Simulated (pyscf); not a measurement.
Structures and frequencies: ωB97X-D3(BJ)/def2-SVP in PySCF.

H₃C–Zn–SH → methane (CH₄) + S=Zn
Surface: singlet. Broken: C–Zn, H–S. Formed: C–H. Give ΔE‡ and ΔE from PBE/def2-TZVP, relative to the reactant's lowest minimum found.

ΔE‡ = 68.9 kcal/mol, ΔE = +44.9 kcal/mol. CCSD(T)/def2-TZVPP + ΔMP2(QZVPP) gives 75.9 kcal/mol and +49.1 kcal/mol. Zero-point energy shifts the barrier by -1.4 kcal/mol. It is an elimination, with an imaginary mode of 1661i cm⁻¹. On the product side the descent ends in a bound adduct, 8.5 kcal/mol under the separated species and 36.6 kcal/mol under the saddle at ωB97X-D3(BJ)/def2-TZVP. At ωB97X-D3(BJ) the barrier from the zero used here is 82.2 kcal/mol. One saddle was located; it need not be the lowest between these sides. The CCSD(T) − MP2 part came from Ansatz, without density fitting, on the same reference. The frozen core leaves the outer d or s,p core shells of the metals and heavy elements correlated in the MP2 and CC values, and def2-TZVPP describes them poorly, which can shift differences by a few kcal/mol. Elements up to Kr have no core potential and no relativistic terms here.
